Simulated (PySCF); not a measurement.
## Functional benchmark on one molecule

Molecule: `CC(C)C(=O)Cl`, C$_{4}$H$_{7}$ClO.

Numbering as in the mapped SMILES `[CH3:1][CH:2]([CH3:3])[C:4](=[O:5])[Cl:6]`; H(Xn) means a hydrogen on atom n.

Geometry PBE0-D3(BJ)/def2-SVP throughout; GIAO in PySCF, gas phase, one conformer, non-relativistic; equivalent atoms averaged; basis pcSseg-1.

Reference values (measured; solution, not stated per compound (mostly CDCl3 or CCl4); Pretsch, Buehlmann, Badertscher, Structure Determination of Organic Compounds, 4th ed. (2009)): δ(C2) = 46.5 ppm, δ(C1/C3) = 19.0 ppm, δ(H(C2)) = 2.97 ppm, δ(H(C1)/H(C3)) = 1.31 ppm. Computed shifts are taken against TMS, calculated as an isolated molecule at each level.

Q: How do the functionals HF, LDA, PBE, BLYP, BP86, OPBE perform against the reference? Times are CPU seconds on 1 thread of an Arm Neoverse V1, shared host.

A: 
| functional | kind | C2 | C1/C3 | H(C2) | H(C1)/H(C3) | mean abs. error C | mean abs. error H | core-s |
| --- | --- | --- | --- | --- | --- | --- | --- | --- |
| HF | Hartree–Fock | 42.3 | 18.5 | 2.02 | 1.26 | 2.4 | 0.50 | 6 |
| LDA | LDA | 52.4 | 21.0 | 2.71 | 1.21 | 3.9 | 0.18 | 17 |
| PBE | GGA | 51.2 | 21.5 | 2.62 | 1.23 | 3.6 | 0.22 | 20 |
| BLYP | GGA | 52.6 | 22.2 | 2.60 | 1.24 | 4.7 | 0.22 | 19 |
| BP86 | GGA | 51.5 | 21.6 | 2.61 | 1.24 | 3.8 | 0.22 | 19 |
| OPBE | GGA | 48.1 | 20.6 | 2.62 | 1.23 | 1.6 | 0.22 | 20 |

For $^{13}$C the closest is OPBE (1.6 ppm) and the furthest BLYP (4.7 ppm).

For $^{1}$H the closest is LDA (0.18 ppm) and the furthest HF (0.50 ppm). One molecule is a small sample, and vibrational and solvent effects are absent from the calculation.
